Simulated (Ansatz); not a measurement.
Consider Au in the fcc (Cu type) structure (space group Fm-3m, No. 225; a = 4.083 Å).

Computed with Ansatz (a quantum-chemistry and plane-wave program), PBEsol, PAW, cutoff 420 eV, spin-orbit coupling left out.

```csv
level,lattice parameter a
PBEsol,4.083 Å
```

Measured: lattice parameter a 4.062 Å (static lattice; corrected from measurement; as listed in Daniel Mejia-Rodriguez, S. B. Trickey, Phys. Rev. B (2018)).

Computed minus measured — lattice parameter a: PBEsol +0.5 %.

Whether these cells are dynamically stable was not tested.
